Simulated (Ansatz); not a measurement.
Reaction (ligand exchange at the Al–C bond): `[CH3][AlH][SH]` + H–F → `[F][AlH][SH]` + CH₄

Calculated with Ansatz (gas phase, PBE0-D4/def2-TZVP geometries, no zero-point term in ΔE). CCSD(T)/CBS is extrapolated from def2-TZVPP and def2-QZVPP, frozen cores. Functionals use def2-TZVPP. B3LYP here is the variant with VWN-RPA as its local correlation; programs differ in this. Each species was taken in one conformer, which may not be the lowest.

`[CH3][AlH][SH]`:

Z-matrix (Å, degrees):
```
C
Al 1 1.943
H 1 1.092 2 112.5
H 1 1.095 2 110.7 3 120.9
H 1 1.095 2 110.8 3 -121.0
S 2 2.188 1 118.2 3 -0.6
H 2 1.585 1 124.4 3 179.4
H 6 1.344 2 93.8 1 -180.0
```

H–F:

```xyz
2

F     0.037    0.399   -0.227
H    -0.037   -0.399    0.227
```

`[F][AlH][SH]`:

Cartesian coordinates in Å:
```
F -1.546 -0.353 1.434
Al -0.454 0.206 0.337
S 0.934 -1.253 -0.468
H -0.461 1.722 -0.067
H 1.528 -0.322 -1.236
```

CH₄:

```xyz
5

C     0.000    0.000    0.000
H     0.311   -0.715   -0.761
H    -0.304   -0.536    0.899
H    -0.839    0.587   -0.374
H     0.831    0.664    0.236
```

(1) Is it downhill or uphill in electronic energy at CCSD(T)/CBS, and by how much? (Estimate.)

(2) What do these levels give: revPBE-D4, r2SCAN-D4, B97M-V, PBE0-D4, PBE-QIDH, B3LYP, HF/def2-SVP, CCSD(T)/def2-SVP, MP2/def2-TZVPP, CCSD(T)/def2-TZVPP, HF/CBS(def2), CCSD/CBS(def2)? (An estimate is asked.)

Largest T1 diagnostic among the species: 0.012.

## Answers

(1) Ansatz gave: Downhill: ΔE = -1.95 eV.

(2) Ansatz gave: revPBE-D4 -1.84, r2SCAN-D4 -1.99, B97M-V -2.03, PBE0-D4 -1.86, PBE-QIDH -1.92, B3LYP -2.04, HF/def2-SVP -2.12, CCSD(T)/def2-SVP -2.05, MP2/def2-TZVPP -1.96, CCSD(T)/def2-TZVPP -1.94, HF/CBS(def2) -2.15, CCSD/CBS(def2) -1.98 eV.

In def2-TZVPP, CCSD(T) changes the Hartree–Fock value by +0.18 eV (the triples alone add +0.02 eV) and MP2 by +0.17 eV. At CCSD(T), def2-SVP lies −0.10 eV from the extrapolated value and def2-TZVPP +0.01 eV. The D4 term adds +0.05 eV with B3LYP and +0.03 eV with PBE0; it sums over pairs of atoms, weighted by their polarisabilities, and B3LYP, whose exchange is more repulsive, gets the larger term.
